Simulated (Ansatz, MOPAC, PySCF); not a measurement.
Noncovalent pair: C2H4 (SMILES C=C) (first 6 atoms) with H2O (SMILES O); geometry from A24 set.
(charge 0, multiplicity 1):
```
atom    x (Å)    y (Å)    z (Å)
----  -------  -------  -------
C      0.0106  -0.6681   1.2982
C      0.0106   0.6681   1.2982
H      0.8686   1.2327   0.9543
H     -0.8461   1.2326   1.6453
H     -0.8461  -1.2326   1.6453
H      0.8686  -1.2327   0.9543
H     -0.7969   0.0000  -2.5091
O      0.0435   0.0000  -2.0483
H     -0.1907   0.0000  -1.1158
```

Counterpoise-corrected where a basis set is named; no monomer relaxation. Rows marked so take none.

Rows in 3-21G, 6-31G* carry no dispersion term and start afresh at each structure (6-31G* with six Cartesian d functions). The state that AM1 reach isn't checked.

Run with Ansatz (an electronic-structure program); MOPAC for AM1 (differences of heats of formation); PySCF for 3-21G rows, 6-31G* rows, the dispersion terms. Values without a source in brackets are computed.

| level | interaction energy (kcal/mol) |
|---|---|
| AM1 | -0.96 |
| BLYP-D4/def2-TZVPPD | -2.48 |
| r2SCAN-D4/def2-TZVPPD | -2.93 |
| B3LYP/3-21G (no counterpoise) | -3.29 |
| B3LYP/6-31G* (no counterpoise) | -3.00 |
| B3LYP/def2-TZVPPD | -1.67 |
| PBE0/def2-TZVPPD | ? |
| PBE0-D3(BJ)/def2-TZVPPD | -3.02 |
| CAM-B3LYP/def2-TZVPPD | ? |

Task: Some entries are withheld; supply them.

Result: 
- PBE0/def2-TZVPPD, interaction energy (kcal/mol): -2.34
- CAM-B3LYP/def2-TZVPPD, interaction energy (kcal/mol): -2.18
